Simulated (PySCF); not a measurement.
**Functional dependence of a UV spectrum**

Species: C4H4S.
Atom-mapped SMILES: `[cH:1]1[cH:2][cH:3][s:4][cH:5]1` (hydrogens: H6 on C1; H7 on C2; H8 on C3; H9 on C5)

Linear-response calculations in the def2-SVPD basis (PySCF; singlets by full response, triplets Tamm–Dancoff, core orbitals frozen in the response; HF means time-dependent Hartree–Fock). 'Strongest' is the level of largest summed f among the singlets computed (10 roots, of which the last may lack a degenerate partner); it can jump between rows when another state enters that window. S1 is the lowest singlet of each run and needn't be the same state throughout; f(S1) is that of one state. Geometry: PBE0-D3(BJ)/def2-SVP; no solvent, vibrations or thermal averaging.

```csv
functional,kind,S1 (eV),f(S1),strongest (eV),T1 (eV),HOMO (eV),gap (eV),"ionisation energy, ΔSCF (eV)"
LDA,LDA,5.66,0.060,7.28,4.06,-6.10,4.56,9.26
PBE,GGA,5.66,0.060,5.71,3.86,-5.91,4.57,8.98
B3LYP,"global hybrid, 20% exact exchange",5.75,0.078,5.75,3.81,-6.71,6.04,8.96
PBE0,"global hybrid, 25% exact exchange",5.86,0.081,7.65,3.78,-6.95,6.47,8.97
BHandHLYP,"global hybrid, 50% exact exchange",5.85,0.081,6.09,3.67,-7.78,8.29,8.76
CAM-B3LYP,range-separated hybrid,5.85,0.082,7.74,3.78,-8.19,8.80,9.00
wB97X-D,range-separated hybrid,5.88,0.085,7.76,3.87,-8.75,10.01,8.99
LC-wPBE,range-separated hybrid,6.00,0.085,7.99,3.71,-9.55,11.19,9.10
HF,Hartree–Fock,5.82,0.076,6.49,3.19,-8.99,11.47,not settled
```

S1 runs from 5.66 eV (PBE) to 6.00 eV (LC-wPBE), a spread of 0.35 eV, while the orbital gap spreads over 6.9 eV. −ε(HOMO) comes closest to its own ΔSCF ionisation energy with wB97X-D (-0.23 eV) and misses most with LDA (-3.15 eV). The lowest singlet of a reference set is 1A1(π→π*) at 5.62 eV (computed, theoretical best estimate (aug-cc-pVTZ), revised with CC4, gas; Loos, Lipparini, Matthews, Blondel, Jacquemin, revising reference values with EOM-CC4 (2022), arXiv:2204.11658). The lowest computed singlet differs from it by PBE +0.04, LDA +0.04, B3LYP +0.13, HF +0.20, BHandHLYP +0.23, CAM-B3LYP +0.23, PBE0 +0.24, wB97X-D +0.26, LC-wPBE +0.38 eV; geometry and basis of the reference needn't be the same. The lowest triplet of a reference set is 3B2(π→π*) at 3.97 eV (computed, theoretical best estimate (aug-cc-pVTZ, frozen core, CC3 geometry), gas; Veril, Scemama, Caffarel, Lipparini, Boggio-Pasqua, Jacquemin, Loos, WIREs Comput. Mol. Sci. 2021, 11, e1517 (QUESTDB)). The lowest computed triplet differs from it by LDA +0.09, wB97X-D -0.10, PBE -0.11, B3LYP -0.16, CAM-B3LYP -0.19, PBE0 -0.19, LC-wPBE -0.26, BHandHLYP -0.30, HF -0.78 eV; geometry and basis of the reference needn't be the same. 'Not settled' means that the ion's SCF failed to converge or may have ended in another state than the lowest.
